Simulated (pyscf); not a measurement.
Optimised with ωB97X-D3(BJ)/def2-SVP in PySCF.

Task: Estimate the classical barrier height and the reaction energy of HO–GaH₂ (SMILES [OH][GaH2]) -> O=GaH (SMILES [O]=[GaH]) + H₂ (SMILES [H][H]) at ωB97M-D3(BJ)/def2-TZVP. The step runs on the singlet surface, breaks Ga–H, H–O and forms H–H; take the reactant's lowest minimum found as zero.

Result: ΔE‡ = 70.9 kcal/mol, ΔE = +51.9 kcal/mol. Zero-point energy shifts the barrier by -3.1 kcal/mol. It is an elimination, with an imaginary mode of 1486i cm⁻¹. At the saddle there is also a short Ga–H contact that neither side keeps. O=GaH lies 48.1 kcal/mol over its isomer HO–Ga [singlet] (electronic energy, ωB97M-D3(BJ)/def2-TZVP). One saddle was located; it need not be the lowest between these sides. Elements up to Kr have no core potential and no relativistic terms here.
